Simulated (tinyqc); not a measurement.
CIS on RHF in the sto-3g basis, frozen core, for H2O, spin multiplicity 1, step by step. One step of it, computed by the program tinyqc.

Problem. CIS matrix, triplets. A(ia,jb) = (e_a - e_i) d_ij d_ab - (ij|ab).

orbital energies (hartree): MO1 -20.251717, MO2 -1.195169, MO3 -0.548990, MO4 -0.410530, MO5 -0.380029, MO6 0.429564, MO7 0.603393

Two-electron integrals over orbitals (pq|rs), unique and non-zero (hartree); the lowest 1 orbital is frozen and left out:
```
p,q,r,s,(pq|rs)
2,2,2,2,0.723398
3,2,2,2,0.006156
3,2,3,2,0.129867
3,3,2,2,0.608616
3,3,3,2,-0.002246
3,3,3,3,0.587199
4,2,2,2,-0.025954
4,2,3,2,0.004820
4,2,3,3,0.002567
4,2,4,2,0.129527
4,3,2,2,0.015801
4,3,3,2,0.028239
4,3,3,3,0.009154
4,3,4,2,-0.015056
4,3,4,3,0.055976
4,4,2,2,0.664368
4,4,3,2,-0.016544
4,4,3,3,0.562947
4,4,4,2,-0.093694
4,4,4,3,0.012814
4,4,4,4,0.708112
5,2,5,2,0.150985
5,3,5,2,-0.007982
5,3,5,3,0.026400
5,4,5,2,-0.041162
5,4,5,3,0.004080
5,4,5,4,0.047174
5,5,2,2,0.755353
5,5,3,2,-0.010181
5,5,3,3,0.596830
5,5,4,2,-0.075970
5,5,4,3,0.019393
5,5,4,4,0.693754
5,5,5,5,0.880159
6,2,2,2,-0.121762
6,2,3,2,0.016057
6,2,3,3,-0.060002
6,2,4,2,-0.034953
6,2,4,3,-0.005508
6,2,4,4,-0.062752
6,2,5,5,-0.134140
6,2,6,2,0.089925
6,3,2,2,0.042666
6,3,3,2,0.038067
6,3,3,3,0.026004
6,3,4,2,-0.014109
6,3,4,3,0.040814
6,3,4,4,0.021616
6,3,5,5,0.046341
6,3,6,2,-0.018512
6,3,6,3,0.082857
6,4,2,2,-0.130447
6,4,3,2,-0.013737
6,4,3,3,-0.048218
6,4,4,2,0.041038
6,4,4,3,-0.018919
6,4,4,4,-0.128958
6,4,5,5,-0.148730
6,4,6,2,0.058697
6,4,6,3,-0.039673
6,4,6,4,0.100070
6,5,5,2,-0.049837
6,5,5,3,0.007212
6,5,5,4,-0.006304
6,5,6,5,0.033093
6,6,2,2,0.576884
6,6,3,2,-0.035124
6,6,3,3,0.539446
6,6,4,2,0.047280
6,6,4,3,-0.027687
6,6,4,4,0.541701
6,6,5,5,0.566278
6,6,6,2,-0.081913
6,6,6,3,-0.019691
6,6,6,4,-0.039991
6,6,6,6,0.587975
7,2,2,2,0.041580
7,2,3,2,0.053440
7,2,3,3,0.009949
7,2,4,2,-0.001674
7,2,4,3,-0.025145
7,2,4,4,0.028062
7,2,5,5,0.043578
7,2,6,2,-0.007923
7,2,6,3,-0.023179
7,2,6,4,-0.020632
7,2,6,6,0.022432
7,2,7,2,0.072713
7,3,2,2,0.162542
7,3,3,2,-0.026813
7,3,3,3,0.086453
7,3,4,2,-0.068461
7,3,4,3,0.002336
7,3,4,4,0.145859
7,3,5,5,0.198352
7,3,6,2,-0.063963
7,3,6,3,0.011579
7,3,6,4,-0.089740
7,3,6,6,0.053439
7,3,7,2,0.025833
7,3,7,3,0.154914
7,4,2,2,0.007018
7,4,3,2,-0.066038
7,4,3,3,0.005493
7,4,4,2,0.003170
7,4,4,3,-0.009847
7,4,4,4,0.017043
7,4,5,5,0.013013
7,4,6,2,-0.015209
7,4,6,3,-0.048422
7,4,6,4,0.008479
7,4,6,6,0.032086
7,4,7,2,-0.014240
7,4,7,3,0.025642
7,4,7,4,0.063134
7,5,5,2,0.015440
7,5,5,3,0.022672
7,5,5,4,-0.001470
7,5,6,5,-0.002282
7,5,7,5,0.026598
7,6,2,2,-0.003180
7,6,3,2,-0.078899
7,6,3,3,0.003202
7,6,4,2,-0.012778
7,6,4,3,-0.054571
7,6,4,4,0.019037
7,6,5,5,0.006646
7,6,6,2,0.003351
7,6,6,3,-0.059266
7,6,6,4,0.018730
7,6,6,6,0.039632
7,6,7,2,0.001305
7,6,7,3,0.031374
7,6,7,4,0.047683
7,6,7,6,0.095240
7,7,2,2,0.614922
7,7,3,2,0.042385
7,7,3,3,0.579972
7,7,4,2,-0.019843
7,7,4,3,0.033664
7,7,4,4,0.575335
7,7,5,5,0.613586
7,7,6,2,-0.058535
7,7,6,3,0.056930
7,7,6,4,-0.065874
7,7,6,6,0.522567
7,7,7,2,0.020722
7,7,7,3,0.087609
7,7,7,4,-0.024361
7,7,7,6,-0.039040
7,7,7,7,0.621234
```

Give: CIS matrix A, triplet.

Solution.

CIS matrix A, triplet (hartree):
```
,2>6,2>7,3>6,3>7,4>6,4>7,5>6,5>7
2>6,1.048,0.003,0.035,0.079,-0.047,0.013,0.000,0.000
2>7,0.003,1.184,0.079,-0.042,0.013,0.020,0.000,0.000
3>6,0.035,0.079,0.439,-0.003,0.028,0.055,0.000,0.000
3>7,0.079,-0.042,-0.003,0.572,0.055,-0.034,0.000,0.000
4>6,-0.047,0.013,0.028,0.055,0.298,-0.019,0.000,0.000
4>7,0.013,0.020,0.055,-0.034,-0.019,0.439,0.000,0.000
5>6,0.000,0.000,0.000,0.000,0.000,0.000,0.243,-0.007
5>7,0.000,0.000,0.000,0.000,0.000,0.000,-0.007,0.370
```
